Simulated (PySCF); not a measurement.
# NO2 (nitrogen dioxide) at UB2PLYP/STO-3G

What is the vertical doublet–quartet gap of NO2 (nitrogen dioxide) at UB2PLYP/STO-3G? Input form: a Python script.

The calculation is run with PySCF 2.14.0.

19 further runs of the same task are left out: 11 that didn't finish, 8 set aside as unsound or not needed.

## Step 1: The system as given

NO2: 3 atoms, total charge 0, spin state doublet. SMILES: `[O]N=O`. The coordinates come from a GFN2-xTB relaxation.

Bond lengths: O1–N2 1.181 Å, N2–O3 1.181 Å. Angles: O1–N2–O3 137.9°.

## Step 2: A single-point energy at UB2PLYP/STO-3G

input.py reads:

```python
from pyscf import gto, dft, mp

molecule = gto.M(
    atom=[
    ('O', (0.201690, -1.092400, -0.004860)),
    ('N', (-0.247880, -0.008390, -0.136210)),
    ('O', (0.046180, 1.100790, 0.141070)),
],
    verbose=3,
    max_memory=1860,
    spin=1,
    charge=0,
    basis='sto-3g',
)

mf = dft.UKS(molecule)
mf.xc = '0.53*HF + 0.47*B88, 0.73*LYP'
mf.grids.level = 5
mf.conv_tol = 1e-10
mf.kernel()
if not mf.converged:
    mf = mf.newton().run(mf.mo_coeff, mf.mo_occ)

pt = mp.MP2(mf, frozen=3).run()
e_tot = mf.e_tot + 0.27 * pt.e_corr
print('PT2 part  %.8f' % (0.27 * pt.e_corr))
print('Final energy', e_tot)
```

Launch:

```
$ OMP_NUM_THREADS=1 python input.py
```

Output:

```text
WARN: HOMO -0.0971571170489065 >= LUMO -0.0971571170489061

converged SCF energy = -201.91149714965  <S^2> = 0.75428823  2S+1 = 2.0042836
E(UMP2) = -202.193724424408  E_corr = -0.282227274757393
E(SCS-UMP2) = -202.17966215205  E_corr = -0.268165002400313
PT2 part  -0.07620136
Final energy -201.98769851383463
```

Run time: 3 s. Hardware: 1 thread of Arm Neoverse V1, shared host; peak memory 0.19 GiB.

## Step 3: The quartet

run.py reads:

```python
from pyscf import gto, dft, mp

mol = gto.M(
    atom='''
O        0.201690      -1.092400      -0.004860
N       -0.247880      -0.008390      -0.136210
O        0.046180       1.100790       0.141070
''',
    max_memory=1860,
    verbose=3,
    basis='sto-3g',
    spin=3,
)

ks = dft.UKS(mol)
ks.xc = '0.53*HF + 0.47*B88, 0.73*LYP'
ks.conv_tol = 1e-10
ks.grids.level = 5
ks.kernel()
if not ks.converged:
    ks = ks.newton().run(ks.mo_coeff, ks.mo_occ)

pt = mp.MP2(ks, frozen=3).run()
etot = ks.e_tot + 0.27 * pt.e_corr
print('PT2 part  %.8f' % (0.27 * pt.e_corr))
print('E(%s) = %.9f' % ('B2PLYP', etot))
```

Launch:

```
$ OMP_NUM_THREADS=1 python run.py
```

Output:

```text
WARN: HOMO 0.0294971270640403 >= LUMO -0.339151745371698

converged SCF energy = -201.796136375753  <S^2> = 3.7548255  2S+1 = 4.002412
E(UMP2) = -201.916575250692  E_corr = -0.120438874939617
E(SCS-UMP2) = -201.901653422965  E_corr = -0.105517047212099
PT2 part  -0.03251850
E(B2PLYP) = -201.828654872
```

Run time: 3.3 s. Hardware: 1 thread of Arm Neoverse V1, shared host; peak memory 0.18 GiB.

## Step 4: Outcome

At UB2PLYP/STO-3G, 3 core orbitals frozen:

```
                                                         quantity          value
                                            doublet: total energy  -201.98770 Eh
                                doublet: dipole moment (SCF part)         0.02 D
doublet: HOMO energy (SCF part's orbitals) (highest over α and β)       -6.21 eV
 doublet: LUMO energy (SCF part's orbitals) (lowest over α and β)        2.31 eV
                                                    doublet: ⟨S²⟩          0.754
                                            quartet: total energy  -201.82865 Eh
                                quartet: dipole moment (SCF part)         0.40 D
quartet: HOMO energy (SCF part's orbitals) (highest over α and β)       -4.00 eV
 quartet: LUMO energy (SCF part's orbitals) (lowest over α and β)       -0.06 eV
                                                    quartet: ⟨S²⟩          3.755
                 vertical energy of the quartet above the doublet       4.328 eV
```

In words: At this shape the quartet lies 4.33 eV (100 kcal/mol) above the doublet. In a minimal basis such a difference can be off by several eV, whatever the method.
